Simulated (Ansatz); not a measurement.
## Polycrystal shear modulus of bcc Li at several levels of theory

No measured value is used here.

```json
[
 {"level (code)": "LDA (Ansatz)", "value (GPa)": "4.9", "cell (Å³/atom)": "19.01"},
 {"level (code)": "PBE (Ansatz)", "value (GPa)": "5.0", "cell (Å³/atom)": "20.26"},
 {"level (code)": "PBEsol (Ansatz)", "value (GPa)": "5.0", "cell (Å³/atom)": "20.24"},
 {"level (code)": "r²SCAN (Ansatz)", "value (GPa)": "5.0", "cell (Å³/atom)": "21.01"}
]
```

Each level is taken at its own relaxed cell. Cutoffs differ between the levels. Ansatz's density-functional and Hartree–Fock values are scalar-relativistic unless marked +SOC, with PAW data made under PBE.

Ansatz is a quantum-chemistry and plane-wave program.
